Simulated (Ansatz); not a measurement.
## Ansatz (development build ahead of 0.2.0) run

```yaml
crystal:
  periodic: [false, false, false]
  atoms:
    - { symbol: O, position_ang: [0.05488, -0.35779, -0.41863] }
    - { symbol: C, position_ang: [-0.71492, -0.63587, 0.6973] }
    - { symbol: C, position_ang: [0.66145, 0.88622, -0.4072] }
    - { symbol: H, position_ang: [-1.14504, -1.62776, 0.57558] }
    - { symbol: H, position_ang: [-0.11634, -0.62473, 1.61585] }
    - { symbol: H, position_ang: [-1.53205, 0.08544, 0.81451] }
    - { symbol: H, position_ang: [1.22719, 0.99703, -1.32966] }
    - { symbol: H, position_ang: [-0.07574, 1.69602, -0.35201] }
    - { symbol: H, position_ang: [1.35147, 0.99296, 0.43822] }
basis:
  gaussian: { orbitals: def2-SVP }
magnetization:
  spin_polarized: true
  initial_magnetization: 2
hamiltonian:
  xc: hf
output:
  forces: true
```

The input is written out in the form of the current development build from the run's settings.

Results

```yaml
Converged: yes
Total_energy: -153.65714 hartree
Spin_squared_of_the_determinant: 2.016
Stability_test: minimum
```

Forces (eV/Å):
```json
{"atom": "O1", "Fx": "-0.031", "Fy": "0.226", "Fz": "0.274"}
{"atom": "C2", "Fx": "-2.234", "Fy": "-2.343", "Fz": "1.864"}
{"atom": "C3", "Fx": "2.178", "Fy": "2.538", "Fz": "-1.680"}
{"atom": "H4", "Fx": "0.183", "Fy": "-0.105", "Fz": "-0.393"}
{"atom": "H5", "Fx": "0.857", "Fy": "0.514", "Fz": "-0.279"}
{"atom": "H6", "Fx": "0.286", "Fy": "0.802", "Fz": "-0.586"}
{"atom": "H7", "Fx": "-0.086", "Fy": "-0.398", "Fz": "-0.191"}
{"atom": "H8", "Fx": "-0.852", "Fy": "-0.477", "Fz": "0.340"}
{"atom": "H9", "Fx": "-0.302", "Fy": "-0.757", "Fz": "0.651"}
```

Caution: another spin multiplicity may lie lower.
